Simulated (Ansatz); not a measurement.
## H₃O₂, doublet: from triple and quadruple zeta to the limit

```xyz
5

O    -1.1062    0.0004    0.0000
H    -1.3555    0.9270    0.0000
H     0.0038    0.0004    0.0000
O     1.1058    0.0004    0.0000
H     1.3577   -0.9396    0.0000
```

Connectivity, by distances: OH ··· OH, 1 bridging H.

Ansatz 0.2.0, UHF determinant, valence electrons correlated. Energies in eV.

```json
{"set": "def2-TZVPP", "X": "3", "functions": "104", "Hartree–Fock": "-4120.5518", "MP2 correlation": "-13.3315", "CCSD(T) correlation": "-14.2667", "time": "5.5 s on 1 × NVIDIA H100 80GB HBM3 with 1 thread of AMD EPYC 7R13 Processor (Zen 3), with other jobs on the host"}
{"set": "def2-QZVPP", "X": "4", "functions": "204", "Hartree–Fock": "-4120.7502", "MP2 correlation": "-14.4238", "CCSD(T) correlation": "-15.3017", "time": "12 s on 1 × NVIDIA H100 80GB HBM3 with 1 thread of AMD EPYC 7R13 Processor (Zen 3), on a shared host"}
```

Hartree–Fock is taken to follow E(X) = E∞ + A·exp(−7.88·√X), correlation E(X) = E∞ + B·X^−2.97.

Task: Work out the CCSD(T) energy at the limit, and how far the shortcut misses it that extrapolates MP2 and adds CCSD(T) minus MP2 from the smaller set.

Result: Hartree–Fock: E∞ = E4 + 0.1377·(E4 − E3) = -4120.7776. Correlation: E∞ = E4 + 0.7407·(E4 − E3) = -16.0683 for CCSD(T) and -15.2329 for MP2. The limit is -4136.8459 eV, 0.794 eV below def2-QZVPP. The shortcut gives a correlation energy of -15.2329 + (-0.9352) = -16.1681, 100 meV lower than the direct value.
